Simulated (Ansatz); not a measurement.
# B2SiH (doublet): the correlation ladder, def2-TZVPP

An exercise on one series of results from a longer session: the logs are not shown, and one member is left open.

Computed with Ansatz 0.2.0, Gaussian basis. Level: def2-TZVPP, core rule «outside noble gas», up to 7 orbitals frozen.

Plan: UHF; ROHF; CCSD(T) on UHF.

## The system

The geometry is a PBE0/def2-TZVP stationary point (not a proven minimum) of the parent state, kept for this charge and spin.

4 atoms, charge 0, spin multiplicity 2.

Atoms are counted from 1 here; the program's logs count them from 0.

Bond lengths: B1–B2 1.579 Å, B2–Si3 1.996 Å, B2–H4 1.210 Å. Angles: B1–B2–Si3 136.4°, B1–B2–H4 115.9°, Si3–B2–H4 107.7°.

Coordinates:

```xyz
4
B2HSi
B     0.0000   -0.3807    2.1502
B     0.0000    0.4056    0.7804
Si    0.0000   -0.0675   -1.1591
H     0.0000    1.6127    0.8640
```

Set-up of the first run:

Input file in.yaml:

```yaml
crystal:
  periodic: [false, false, false]
  atoms:
    - {symbol: B, position_ang: [0.000000, -0.380732, 2.150191]}
    - {symbol: B, position_ang: [0.000000, 0.405618, 0.780388]}
    - {symbol: Si, position_ang: [0.000000, -0.067455, -1.159082]}
    - {symbol: H, position_ang: [0.000000, 1.612658, 0.864045]}
basis:
  gaussian: {orbitals: def2-TZVPP}
magnetization: {spin_polarized: true, initial_magnetization: 1}
hamiltonian: {xc: hf}
output: {orbitals: {seedname: orbitals}}
```

Started as:

```bash
$ ansatz run in.yaml --threads 1 --pin off --events-out ev --progress --plain --max-ram 4096MiB --backend cpu
```

Among the steps run: UHF; ROHF; CCSD(T) on UHF.

One table of the session follows, with a row left open; its other results are not shown here.

```
  method  from UCCSD(T) (kJ/mol)
    ROHF                  +843.5
     UHF                  +748.2
    UMP2                       ?
   UCCSD                   +45.8
UCCSD(T)                       0
```

Estimate the missing values for UMP2.

As computed: from UCCSD(T) (kJ/mol): +179.7. In the column «from UCCSD(T) (kJ/mol)» it lies between UCCSD (+45.8) and UHF (+748.2).

Caveats from the session: The determinant is far from a pure spin state, so its energy mixes those of several spin states (harmless only where they are near-degenerate, as at dissociation).
